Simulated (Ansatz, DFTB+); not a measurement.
**Loss of H2O: CH3NO → HNC + H2O**

Species: CH3NO (formamide) `NC=O`, singlet; HNC (hydrogen isocyanide) `[C-]#[NH+]`, singlet; H2O `O`, singlet. 

Shapes, held fixed at every level: PBE0-D4/def2-TZVP. Flexible molecules stand in one conformer, not always the lowest. Programs: Ansatz 0.2.0, DFTB+ 25.1. The zero-point and thermal change to 298 K, harmonic and unscaled (PBE0-D4/def2-TZVP), is -14.5 kJ/mol.

**What was measured.** Tabulated heats of formation (Active Thermochemical Tables, CRC Handbook of Chemistry and Physics): CH3NO -193.9 (CRC); HNC +192.0 (ATcT); H2O -241.8 (ATcT) kJ/mol, which give ΔH(298 K) = +144.0 kJ/mol.

```json
{"level": "DFTB2", "kind": "semi-empirical", "ΔH (kJ/mol)": "+26.5", "computed − measured": "-117.6"}
{"level": "B3LYP-D4/def2-TZVPP", "kind": "global hybrid", "ΔH (kJ/mol)": "+161.5", "computed − measured": "+17.5"}
{"level": "PBE0-D4/def2-TZVPP", "kind": "global hybrid", "ΔH (kJ/mol)": "+183.5", "computed − measured": "+39.5"}
{"level": "B2PLYP/def2-TZVPP", "kind": "double hybrid", "ΔH (kJ/mol)": "+150.8", "computed − measured": "+6.7"}
{"level": "MP2/def2-TZVPP", "kind": "perturbation theory", "ΔH (kJ/mol)": "+144.9", "computed − measured": "+0.8"}
{"level": "CCSD(T)/def2-SVP", "kind": "coupled cluster or CI", "ΔH (kJ/mol)": "+156.3", "computed − measured": "+12.2"}
{"level": "CCSD/def2-SVP", "kind": "coupled cluster or CI", "ΔH (kJ/mol)": "+154.7", "computed − measured": "+10.6"}
{"level": "CCSD/def2-TZVPP", "kind": "coupled cluster or CI", "ΔH (kJ/mol)": "+132.5", "computed − measured": "-11.5"}
{"level": "CCSD(T)/CBS estimate", "kind": "coupled cluster or CI", "ΔH (kJ/mol)": "+135.7", "computed − measured": "-8.4"}
```

Nearest: MP2/def2-TZVPP (+0.8); farthest: DFTB2 (-117.6). 3 of 9 levels lie within 10 kJ/mol. The CBS estimate extrapolates MP2 from def2-TZVPP and def2-QZVPP and adds CCSD(T) − MP2 in the triple-zeta set, cores frozen.
